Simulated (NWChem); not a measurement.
NO cation

Results from NWChem. Pople sets run with spherical d functions. B3LYP is NWChem's, with the RPA form of VWN correlation. Each level has its own optimisation; frequencies are unscaled.

```json
[
 {"level": "B3LYP/def2-TZVP", "r N–O (Å)": "1.056", "highest harmonic frequency (cm⁻¹)": "2485", "zero-point energy (kcal/mol)": "3.6"},
 {"level": "BP86/def2-TZVP", "r N–O (Å)": "1.070", "highest harmonic frequency (cm⁻¹)": "2357", "zero-point energy (kcal/mol)": "3.4"},
 {"level": "Hartree-Fock/6-31G*", "r N–O (Å)": "[?]", "highest harmonic frequency (cm⁻¹)": "[?]", "zero-point energy (kcal/mol)": "[?]"},
 {"level": "PBE-D3(BJ)/def2-SVP", "r N–O (Å)": "1.076", "highest harmonic frequency (cm⁻¹)": "2413", "zero-point energy (kcal/mol)": "3.4"}
]
```

Fill in the missing entries.


- Hartree-Fock/6-31G*, r N–O (Å): 1.040
- Hartree-Fock/6-31G*, highest harmonic frequency (cm⁻¹): 2860
- Hartree-Fock/6-31G*, zero-point energy (kcal/mol): 4.1
